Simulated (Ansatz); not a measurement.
# CH5BO: the cost of one run

All numbers below are computed with Ansatz 0.2.0 (RKS PBE/def2-SVP).

**1. The structure to begin with**

Bond lengths: B1–O2 1.410 Å, O2–H3 1.010 Å, B1–C4 1.600 Å, C4–H5 1.110 Å, C4–H6 1.110 Å, C4–H7 1.110 Å, B1–H8 1.190 Å. Angles: B1–O2–H3 109.5°, O2–B1–C4 120.0°, O2–B1–H8 120.0°, C4–B1–H8 120.0°, B1–C4–H5 109.5°, B1–C4–H6 109.5°, B1–C4–H7 109.5°, H5–C4–H6 109.4°, H5–C4–H7 109.4°, H6–C4–H7 109.4°.

Coordinates:

```xyz
8

B     0.0000    0.0000    0.0000
O     0.0000    0.0000    1.4100
H    -0.9095   -0.2814    1.7471
C     1.3856    0.0000   -0.8000
H     1.7152   -1.0462   -0.9702
H     1.2491    0.5080   -1.7774
H     2.1552    0.5381   -0.2082
H    -1.0305    0.0000   -0.5950
```

**2. Preparing the start**

Contents of input.yaml:

```yaml
crystal:
  periodic: [false, false, false]
  atoms:
    - { symbol: B, position_ang: [0.0, 0.0, 0.0] }
    - { symbol: O, position_ang: [0.0, 0.0, 1.41] }
    - { symbol: H, position_ang: [-0.9095, -0.2814, 1.7471] }
    - { symbol: C, position_ang: [1.3856, 0.0, -0.8] }
    - { symbol: H, position_ang: [1.7152, -1.0462, -0.9702] }
    - { symbol: H, position_ang: [1.2491, 0.508, -1.7774] }
    - { symbol: H, position_ang: [2.1552, 0.5381, -0.2082] }
    - { symbol: H, position_ang: [-1.0305, 0.0, -0.595] }
basis:
  gaussian: { orbitals: def2-SVP }
hamiltonian:
  xc: pbe
relax:
  f_tol: 0.02
  max_steps: 40
```

Started as:

```console
$ ansatz run input.yaml --threads 2 --pin off --max-ram 3072MiB --backend cpu --events-out ev --progress --plain --runs-dir out
```

What time and memory should one allow on 2 threads of Arm Neoverse V1, shared host?

About 6.7 s, with a peak of 0.13 GiB.
